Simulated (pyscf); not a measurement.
Thermochemistry of product channels of `[CH3][SnH3]` + `[OH]` [doublet] on the doublet surface, in eV, from ωB97M-D3(BJ)/def2-TZVP energies (ideal gas, 1 atm, RRHO with modes under 100 cm⁻¹ raised to 100, one conformer, R ln 2 for chiral ones without a mode under 150 cm⁻¹). Structures and frequencies: ωB97X-D3(BJ)/def2-SVP in PySCF.

```tsv
products	ΔE	ΔH(298 K)	ΔG(298 K)	ΔG(1200 K)
`[CH4]` + `[OH][SnH2]` [doublet]	-2.38	-2.24	-2.28	-2.33
`[CH3][SnH][OH]` [doublet] + `[H][H]`	?	-1.91	-1.90	?
```

Task: Some entries are withheld; supply them.

Result: 
- `[CH3][SnH][OH]` [doublet] + `[H][H]`, ΔE: -1.95
- `[CH3][SnH][OH]` [doublet] + `[H][H]`, ΔG(1200 K): -1.94

These are energies of the channels, which say nothing of barriers. Left out: orbital degeneracy and the spin-orbit lowering of OH. Elements past Kr carry the def2 core potentials, without spin-orbit coupling.
